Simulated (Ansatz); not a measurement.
`[AlH2][SiH2]Cl` → Al• + Cl• + 4 H• + Si•  (atomization)

Isolated molecules relaxed with PBE0-D4/def2-TZVP in Ansatz; ΔE leaves out vibrations. CCSD(T)/CBS adds triple-zeta CCSD(T) − MP2 to the extrapolated MP2 energy (def2 sets, frozen cores). This one scheme is used for every species, atoms too. DFT in def2-TZVPP. Open shells (•) are unrestricted, without spin–orbit coupling. Spin–orbit coupling would lower the free atoms: a little for Al, Cl, Si.

```json
{"level": "revPBE", "ΔE (eV)": "18.14"}
{"level": "SCS-MP2/def2-QZVPP", "ΔE (eV)": "19.05"}
```

Question: What does CCSD(T)/CBS give? (An estimate is asked.)

Answer: Computed: +19.13 eV. The listed levels differ from it by -0.99, -0.08 eV.

Largest T1 diagnostic among the species: 0.018.

The D4 term adds +0.24 eV with B3LYP and +0.13 eV with PBE0; it sums over pairs of atoms, weighted by their polarisabilities, and B3LYP, whose exchange is more repulsive, gets the larger term. From BLYP to BHLYP (50 % exact exchange), in def2-TZVPP and without D4, ΔE moves by +0.26 eV. At CCSD(T), def2-SVP lies −1.48 eV from the extrapolated value and def2-TZVPP −0.56 eV: correlation converges slowly with the basis, and small sets miss more of it in the bonded molecule than in its fragments.

B3LYP here is the variant with VWN-RPA as its local correlation; programs differ in this.

For atomizations the MP2-based limit and the directly extrapolated one differ by several kJ/mol either way, and by 10 to 25 for some Ge, Se and Sn compounds, so smaller differences from it don't rank the levels.
